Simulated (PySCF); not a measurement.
Stepwise substitution at one centre (Al H-F). Gas-phase values, no solvent. Strings in code marks are SMILES.

Level of theory: PBE-D3(BJ)/def2-TZVP // CAM-B3LYP-D3(BJ)/def2-TZVP (PySCF 2.14.0). Delta-SCF ions had no search for a lower state. 

```tsv
species	LUMO (eV)	dipole moment (D)	vertical ionisation energy (Delta-SCF) (eV)	HOMO–LUMO gap (eV)
0 of 3 H replaced by F	-2.52	0.00	–	4.79
1 of 3 H replaced by F (`[F][AlH2]`)	-2.13	1.27	11.13	5.33
2 of 3 H replaced by F (`[F][AlH][F]`)	-1.64	1.29	12.54	7.03
3 of 3 H replaced by F (`[F][Al]([F])[F]`)	-2.38	0.00	13.53	7.25
```
